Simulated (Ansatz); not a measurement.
fcc Rh, treated with r²SCAN-D4 (plane waves, PAW; Ansatz, an electronic-structure program).

Settings: plane-wave cutoff 500 eV, 32×32×32 k mesh, Fermi–Dirac smearing 0.1 eV, no spin polarisation, scalar-relativistic PAW data made under PBE.

Computed at the level's own relaxed cell.

Problem. Estimate the equilibrium volume per atom and lattice parameter a that the calculation returns.

Solution. 
* **equilibrium volume per atom**: 13.61 Å³/atom
* **lattice parameter a**: 3.790 Å

Measured, for comparison: equilibrium volume per atom 13.65 Å³/atom, lattice constant a 3.794 Å (static lattice: zero-point anharmonic expansion removed; as tabulated in Mejia-Rodriguez and Trickey (2018), arXiv:1807.09216). Computed (rounded) less measured: equilibrium volume per atom -0.3 %, lattice constant a -0.1 %.
